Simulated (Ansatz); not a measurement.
# SiO (SMILES O=[Si]): functionals against CCSD(T) at one geometry

An exercise on one series of results from a longer session: the logs are not shown, and one member is left open.

Program: Ansatz 0.2.0, Gaussian basis. Level of theory: single points in def2-TZVPP. These are calculated values, not measurements.

Correlated methods freeze the cores.

## Where the work starts

SMILES `O=[Si]`, 2 atoms, charge 0, spin multiplicity 1.

Atoms are counted from 1 here; the program's logs count them from 0.

Bond lengths: O1–Si2 1.519 Å.

Coordinates:

```xyz
2

O    -0.63780    0.24800   -0.32450
Si    0.64360   -0.24000    0.32960
```

Set-up of the first run:

Contents of run/in.yaml:

```yaml
crystal:
  periodic: [false, false, false]
  atoms:
    - {symbol: O, position_ang: [-0.637800, 0.248000, -0.324500]}
    - {symbol: Si, position_ang: [0.643600, -0.240000, 0.329600]}
basis:
  gaussian: {orbitals: def2-TZVPP}
correlation: {method: ccsd_t}
output: {forces: true}
```

The command line of these runs was not kept.

Among the steps run: CCSD(T)/def2-TZVPP; PBE0-D4/def2-TZVPP; wB97M-V/def2-TZVPP; r2SCAN-D4/def2-TZVPP; PBE-D4/def2-TZVPP; CAM-B3LYP-D4/def2-TZVPP; r2SCAN0-D4/def2-TZVPP.

One of the session's tables, all rows but one given; the rest of the session is left out.

| method | RMS force component (eV/Å) | angle to CCSD(T) forces (°) | dipole (D) |
| --- | --- | --- | --- |
| CCSD(T) | 0.069 | reference | 2.95 |
| PBE0-D4 | ? | ? | ? |
| wB97M-V | 0.413 | 180.0 | 3.28 |
| r2SCAN-D4 | 0.146 | 180.0 | 2.90 |
| PBE-D4 | 0.315 | 0.0 | 2.81 |
| CAM-B3LYP-D4 | 0.565 | 180.0 | 3.26 |
| r2SCAN0-D4 | 0.649 | 180.0 | 3.16 |

Q: Estimate the row for PBE0-D4 from the others.

The run gave: RMS force component (eV/Å): 0.375; angle to CCSD(T) forces (°): 180.0; dipole (D): 3.09. In the column «RMS force component (eV/Å)» it lies between PBE-D4 (0.315) and wB97M-V (0.413).
